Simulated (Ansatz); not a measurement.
bcc V was calculated with PBE-D3(BJ) in Ansatz (plane waves, PAW).

The input as run:

Ansatz 0.2 input:
```yaml
crystal:
  lattice:
    - [-1.4659157466, 1.4659157466, 1.4659157466]
    - [1.4659157466, -1.4659157466, 1.4659157466]
    - [1.4659157466, 1.4659157466, -1.4659157466]
  atoms:
    - { symbol: V, position: [0.0, 0.0, 0.0] }
basis:
  ecutwfc: 520
  ecutrho_ratio: 4
  xc_grid: 2
kpoints:
  mp_grid: { grid: [26, 26, 26] }
hamiltonian:
  xc: pbe
  dispersion: d3bj
  pseudopotentials: { kind: paw }
scf:
  occupations: { method: fermi_dirac, width: 0.05 }
  convergence: { dr2_threshold: 0.0000000001 }
output:
  forces: false
  stress: true
  eigenvalues: true
```

Task: How many irreducible k-points, plane waves at Γ does the program set up, and what pressure does the run end with?

Result: 511 irreducible k-points, 321 plane waves at Γ; P = 3.99 GPa, so the cell is compressed on average and its volume would grow at this level.

The run printed, among other lines:

```
Crystal: 1 atoms, lattice volume = 12.600 Å³
Basis set: ecut = 520 eV, 321 PW (Γ), exchange–correlation on 40×40×40 points (8 copies of the dense FFT grid, shifted against one another)
Bands: 11, of which v1, the nominal top of the filled ones, is band 7 counted from 1 (6 counted from 0)
Symmetry: 48 space group operations
Space group: Im-3m (ITA 229), of the structure as read, at distance tolerance 2.3e-5 Å
k-points: 511 of 17576
Functional: x = pbe(κ = 0.804, μ = 0.2195149727645171), c = pbe(β = 0.06672455060314922)
SCF iter   1: F=—  HF=-2913.113753 eV  |F-HF|=—  |Δ(HF+E_count)|=         —  Δρ=6.44e-3  dr2=1.52e-3
SCF iter   2: F=—  HF=-2913.113697 eV  |F-HF|=—  |Δ(HF+E_count)|=   5.59e-5  Δρ=3.18e-3  dr2=3.19e-4
  ...
SCF iter   5: F=—  HF=-2913.113730 eV  |F-HF|=—  |Δ(HF+E_count)|=   1.27e-6  Δρ=8.56e-6  dr2=1.76e-9
SCF iter   6: F=-2913.113730 eV  HF=-2913.113730 eV  |F-HF|=2.14e-11  |Δ(HF+E_count)|=   1.48e-9  Δρ=8.59e-7  dr2=1.75e-11
SCF 1 converged in 6 iterations: F = -2913.113730 eV  dr2 = 1.75e-11
SCF converged after 6 iterations
Free energy (F): -2913.113730 eV
Internal energy: -2913.099942 eV  (E = F + TS)
E sigma→0 (E₀):  -2913.106836 eV
Fermi energy:    17.859017 eV
--- Stress (GPa, compression-positive) ---
        3.989203       0.000000      -0.000000
        0.000000       3.989203       0.000000
        0.000000      -0.000000       3.989203
  P = ⅓ Tr σ = 3.9892 GPa (39.892 kbar)
```

The cell is one volume of an energy–volume scan, off the minimum.

Ansatz is a program for electronic structure.
